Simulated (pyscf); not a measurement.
H₂S (SMILES S) + GeH₂ (SMILES [GeH2]) [singlet] + HF (SMILES F) → HS–GeH₃ (SMILES [SH][GeH3]) + HF (SMILES F), a multi-bond step (singlet surface; H–S, F–H broken, Ge–S, Ge–H, F–H formed). Optimised with ωB97X-D3(BJ)/def2-SVP in PySCF. Correlated levels are frozen-core, on RHF or UHF. ΔMP2 is the change of the MP2 total energy from the triple- to the quadruple-zeta basis. Energies in kJ/mol from the separated reactants.

Small-basis levels: PySCF, no dispersion term, spherical d functions. 

Task: In single points HF/6-31G*+LANL2DZ puts the saddle at 89.4 kJ/mol and the reaction energy at -165.9 kJ/mol. Should these be trusted to within a few kcal/mol? Compare with CCSD(T)/def2-TZVPP + ΔMP2(QZVPP).

Result: CCSD(T)/def2-TZVPP + ΔMP2(QZVPP) gives ΔE‡ = -29.7 kJ/mol and ΔE = -212.4 kJ/mol. HF/6-31G*+LANL2DZ lies 119.2 kJ/mol over it in the barrier and 46.5 kJ/mol over it in the reaction energy, so on this step it does not hold to within 12.6 kJ/mol. CCSD(T)/def2-TZVPP + ΔMP2(QZVPP) has limits of its own. On the reactant side the descent ends in an adduct with a Ge–S contact, 119.1 kJ/mol under the separated species and 57.5 kJ/mol under the saddle at ωB97X-D3(BJ)/def2-TZVP. On the product side the descent ends in a complex, 27.7 kJ/mol under the separated species and 197.4 kJ/mol under the saddle at ωB97X-D3(BJ)/def2-TZVP. At CCSD(T) the saddle lies under the separated reactants, which points to a path from their complex (located at ωB97X-D3(BJ) alone). What is counted as formed (Ge–S) is already present as a longer contact in the reactant adduct; forming that adduct is a step of its own. At ωB97X-D3(BJ)/def2-TZVP the barrier from the zero used here is -61.5 kJ/mol. One saddle was located; it need not be the lowest between these sides. The CCSD(T) − MP2 part came from Ansatz, without density fitting, on the same reference. The frozen core leaves the outer d or s,p core shells of the metals and heavy elements correlated in the MP2 and CC values, and def2-TZVPP describes them poorly, which can shift differences by a few kcal/mol. In the def2 sets elements up to Kr have no core potential.
